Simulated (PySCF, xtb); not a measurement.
nitrogen dioxide (NO₂), SMILES [O]N=O, multiplicity 2.

Harmonic wavenumbers (cm⁻¹) from GFN2-xTB (xtb) at its own minimum, in rising order: 651, 1429, 1931.

Q: What does PySCF with PBE-D3(BJ)/def2-TZVP give at its own minimum? (An estimate is asked for; the answer gives what the named calculation found.)

A: 743, 1336, 1653. Paired by order, the mean absolute difference is 154 cm⁻¹ and the zero-point energies are 5.7 and 5.3 kcal/mol.
